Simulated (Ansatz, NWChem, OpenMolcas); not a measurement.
## S2 (sulfur dimer): methods side by side

S2 has 2 atoms, charge 0, and is taken as a triplet. SMILES: `S=S`. The bond length is the measured one.

```xyz
2

S     0.0000    0.0000    0.0000
S     0.0000    0.0000    1.8892
```

Each level gives the vertical ionisation energy (to the doublet cation) (eV). The values are calculated.

```json
{"level": "UBLYP/cc-pVTZ", "kind": "GGA", "program": "NWChem", "value (eV)": "9.25", "less CCSD(T)/cc-pVTZ": "-0.04", "CPU time (all runs)": "47 s"}
{"level": "UTPSS/cc-pVTZ", "kind": "meta-GGA", "program": "NWChem", "value (eV)": "9.52", "less CCSD(T)/cc-pVTZ": "+0.23", "CPU time (all runs)": "53 s"}
{"level": "UPBE0/cc-pVTZ", "kind": "global hybrid", "program": "NWChem", "value (eV)": "9.70", "less CCSD(T)/cc-pVTZ": "+0.41", "CPU time (all runs)": "41 s"}
{"level": "UHSE06/cc-pVTZ", "kind": "range-separated hybrid", "program": "Ansatz", "value (eV)": "9.69", "less CCSD(T)/cc-pVTZ": "+0.40", "CPU time (all runs)": "8.8 s"}
{"level": "UPBE-QIDH/cc-pVTZ", "kind": "double hybrid", "program": "Ansatz", "value (eV)": "9.92", "less CCSD(T)/cc-pVTZ": "+0.63", "CPU time (all runs)": "14 s"}
{"level": "RPA@PBE/cc-pVTZ", "kind": "RPA", "program": "Ansatz", "value (eV)": "9.38", "less CCSD(T)/cc-pVTZ": "+0.09", "CPU time (all runs)": "7.4 s"}
{"level": "CASSCF(12,8)/cc-pVTZ", "kind": "multireference", "program": "OpenMolcas", "value (eV)": "7.69", "less CCSD(T)/cc-pVTZ": "-1.60", "CPU time (all runs)": "5.7 s"}
{"level": "ROCCSD(T)/cc-pVTZ", "kind": "coupled cluster or CI", "program": "OpenMolcas", "value (eV)": "9.29", "less CCSD(T)/cc-pVTZ": "0.00", "CPU time (all runs)": "20 s"}
```

Differences are taken from ROCCSD(T)/cc-pVTZ for orientation; it has basis-set and higher-order errors of its own. The values span 7.69 to 9.92 eV. Spin contamination of the reference (⟨S²⟩ at least 0.1 too high) touches UPBE-QIDH/cc-pVTZ. In so small a basis fixed costs decide the times, and correlated methods can beat functionals. CPU times are rough (shared hosts, several kinds of processor and program).
